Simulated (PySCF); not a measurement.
**State search for LiAl**

Unrestricted PBE0; basis Li def2-SVPD, Al def2-SVPD; no relativity; PySCF 2.14. Outer shells of the fragments: Li 2s1; Al 3s2 3p1.

Followed along the bond (rough minima from three points):

```json
{"2Ms+1": "1", "unpaired": "none", "⟨S²⟩ at the start": "0.00", "R at minimum (Å)": "2.93", "Te (eV)": "0.00"}
{"2Ms+1": "3", "unpaired": "σ ↑, π ↑", "⟨S²⟩ at the start": "2.01", "R at minimum (Å)": "2.65", "Te (eV)": "0.02"}
{"2Ms+1": "1", "unpaired": "σ ↓, π ↑", "⟨S²⟩ at the start": "1.01", "R at minimum (Å)": "2.68", "Te (eV)": "0.25"}
{"2Ms+1": "3", "unpaired": "π ↑↑", "⟨S²⟩ at the start": "2.01", "R at minimum (Å)": "2.38", "Te (eV)": "0.72"}
{"2Ms+1": "3", "unpaired": "σ ↑↑", "⟨S²⟩ at the start": "2.01", "R at minimum (Å)": "none in the scan", "Te (eV)": "≤ 0.91"}
```

Solutions found at the starting distance of 2.480 Å, counted from the lowest of them; the search is not exhaustive and high or unbound solutions are not listed, so other states can lie among these:

| 2Ms+1 | unpaired | term | E (eV) | ⟨S²⟩ | ⟨Lz²⟩ | μ (D) |
| --- | --- | --- | --- | --- | --- | --- |
| 3 | σ ↑, π ↑ | ³Π | 0.00 | 2.01 | 1.01 | -4.35 |
| 1 | none | ¹Σ⁺ | 0.21 | 0.00 | 0.00 | -3.58 |
| 1 | σ ↓, π ↑ | mixed | 0.24 | 1.01 | 1.01 | -4.55 |
| 3 | π ↑↑ | ³Σ⁻ | 0.68 | 2.01 | 0.00 | -4.03 |
| 3 | σ ↑↑ | ³Σ⁺ | 1.25 | 2.01 | 0.00 | 5.73 |
| 3 | π ↑↑ | mixed | 2.97 | 2.01 | 2.01 | 1.45 |

A term symbol is given only where ⟨S²⟩ and ⟨Lz²⟩ are close to those of a pure state; real π, δ and φ orbitals otherwise mix terms. A positive dipole means Li(−)Al(+).

Question: Compare the gap between the two lowest followed solutions at the starting distance with the gap between their minima.

Answer: At PBE0 the second solution (triplet, unpaired electrons σ ↑, π ↑) lies -0.21 eV from the first (singlet, closed shell) at 2.480 Å and +0.02 eV at the minima; the two curves relax by different amounts, since their minima lie near 2.65 and 2.93 Å. A gap this small is a tie at this level.

Counting both spins, an empty level lies below a filled one in some of these solutions, because spin and occupation are held.
